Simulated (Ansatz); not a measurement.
Start from `C=CC(C)(F)Cl` and change one atom or group to get `CC(F)Cl`.

Ansatz, PBE0-D4/def2-TZVP geometries, multiplicity 1. Each molecule was computed in one conformer, which needn't be the lowest.

```json
{"property": "HOMO–LUMO gap (B3LYP/def2-TZVPP) / eV", "`C=CC(C)(F)Cl`": "7.00"}
{"property": "size of the dipole moment (PBE/def2-TZVPP) / D", "`C=CC(C)(F)Cl`": "2.11"}
{"property": "HOMO–LUMO gap (ωB97M-V/def2-TZVPP) / eV", "`C=CC(C)(F)Cl`": "11.86"}
{"property": "size of the dipole moment (B3LYP/def2-TZVPP) / D", "`C=CC(C)(F)Cl`": "2.21"}
{"property": "HOMO energy (PBE/def2-TZVPP) / eV", "`C=CC(C)(F)Cl`": "-6.83"}
{"property": "HOMO–LUMO gap (PBE/def2-TZVPP) / eV", "`C=CC(C)(F)Cl`": "5.25"}
```

(1) Give the same properties after the change, and the shifts. (Best estimate.)

## Answers

(1) Ansatz gave: 
```csv
property,`CC(F)Cl`,shift
HOMO–LUMO gap (B3LYP/def2-TZVPP) / eV,8.90,1.90
size of the dipole moment (PBE/def2-TZVPP) / D,2.07,-0.04
HOMO–LUMO gap (ωB97M-V/def2-TZVPP) / eV,13.70,1.84
size of the dipole moment (B3LYP/def2-TZVPP) / D,2.17,-0.04
HOMO energy (PBE/def2-TZVPP) / eV,-7.24,-0.41
HOMO–LUMO gap (PBE/def2-TZVPP) / eV,6.88,1.63
```

With PBE0 the HOMO falls by 0.68 eV and the LUMO rises by 1.31 eV, so the gap widens by about 1.99 eV. PBE moves the HOMO by -0.41 eV and ωB97M-V by -0.76 eV. Dipoles are sizes alone; their direction can turn.

B3LYP here is the variant with VWN-RPA as its local correlation; programs differ in this.
